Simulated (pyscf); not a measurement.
Routes from `[CH4]` + `[F][Al]([F])[Cl]`

Candidate steps break at most two bonds and form at most two. Each was searched with GFN2-xTB (tblite) first. Single points on ωB97X-D3(BJ)/def2-SVP structures (PySCF, gas phase). Energies: ωB97M-D3(BJ)/def2-TZVP, kJ/mol, from the separated reactants, singlet surface; ΔG‡ with ideal gas, 1 atm, RRHO with modes under 100 cm⁻¹ raised to 100, one conformer, R ln 2 for chiral ones without a mode under 150 cm⁻¹.

```tsv
products	type	ΔE‡	ΔE	ΔG‡ 298 K	ΔG‡ 900 K	ν‡ (cm⁻¹)
H₃C–Al(F)–F + HCl	four-centre exchange	163.4	+145.9	190.1	264.6	877i
H₃C–Cl + F–AlH–F	four-centre exchange	364.3	+220.2	396.3	472.5	848i
```

Row 1: On the reactant side the descent ends in a complex (not fully relaxed), 27.8 kJ/mol under the separated species and 186.4 kJ/mol under the saddle at ωB97X-D3(BJ)/def2-TZVP. On the product side the descent ends in an adduct with a Al–Cl contact, 39.9 kJ/mol under the separated species and 46.3 kJ/mol under the saddle at ωB97X-D3(BJ)/def2-TZVP. Row 2: On the reactant side the descent ends in a complex, 28.6 kJ/mol under the separated species and 391.2 kJ/mol under the saddle at ωB97X-D3(BJ)/def2-TZVP. On the product side the descent ends in an adduct with a Al–Cl contact (not fully relaxed), 68.2 kJ/mol under the separated species and 205.7 kJ/mol under the saddle at ωB97X-D3(BJ)/def2-TZVP. 

Plain bond fissions and candidates not yet searched are not listed, and one of them may be faster. Each barrier is that of the saddle found; lower ones may exist.
